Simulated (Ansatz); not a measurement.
```yaml
crystal:
  periodic: [false, false, false]
  atoms:
    - {symbol: Ge, position_ang: [-1.002291, -0.893347, -0.007677]}
    - {symbol: Ge, position_ang: [0.483443, 1.252552, 0.010532]}
    - {symbol: P, position_ang: [1.216809, -0.842413, -0.006696]}
basis:
  gaussian: {orbitals: def2-TZVP}
magnetization: {spin_polarized: true, initial_magnetization: 1}
hamiltonian: {xc: pbe0}
relax: {f_tol: 0.004, max_steps: 80}
```

```sh
$ ansatz run in.yaml --threads 1 --pin off --events-out ev --progress --plain --max-ram 2176MiB
```

Steps of the relaxation (energy above the last step; positions in Å, forces in eV/Å):

```
3
step 1, 1.4 meV
Ge   -1.002   -0.893   -0.008   -0.142   -0.073   -0.001
Ge    0.483    1.253    0.011    0.019    0.159    0.001
P     1.217   -0.842   -0.007    0.123   -0.085   -0.001
```

```
3
step 2, 0.0 meV
Ge   -1.008   -0.902   -0.008   -0.004    0.003    0.000
Ge    0.489    1.261    0.011   -0.004    0.002    0.000
P     1.217   -0.842   -0.007    0.008   -0.005    0.000
```

```
3
step 3, 0.0 meV
Ge   -1.008   -0.901   -0.008   -0.001    0.001    0.000
Ge    0.489    1.261    0.011   -0.001    0.001    0.000
P     1.217   -0.843   -0.007    0.002   -0.001    0.000
```

Close pairs at the end: Ge1–P3 2.226 Å, Ge2–P3 2.226 Å, Ge1–Ge2 2.630 Å.

A stationary point of unrestricted PBE0 after 3 steps, with ⟨S²⟩ = 0.758 against 0.75 for a pure state; no frequencies were run, so it isn't proven a minimum. 27 s on 1 thread of Intel Xeon 6975P-C, shared host.
